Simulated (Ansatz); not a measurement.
The reference is Au in the fcc (Cu type) structure (space group Fm-3m, No. 225; a = 4.157 Å).

All numbers come from plane-wave PAW DFT at the PBE level (Ansatz, a program for electronic structure, 420 eV), no spin-orbit coupling.

Perturbation: full substitution Au → Pt; the structure is relaxed again.

Measured lattice parameter a: Au 4.062 Å (static lattice; corrected from measurement; as listed in Daniel Mejia-Rodriguez, S. B. Trickey, Phys. Rev. B (2018)); Pt 3.913 Å (static lattice; corrected from measurement; as listed in Daniel Mejia-Rodriguez, S. B. Trickey, Phys. Rev. B (2018)).

How well does PBE reproduce the measured shift?

With PBE the lattice parameter a moves by -0.187 Å (4.157 → 3.970) against -0.149 Å measured.

Whether these cells are dynamically stable was not tested. All final runs are without spin polarisation.
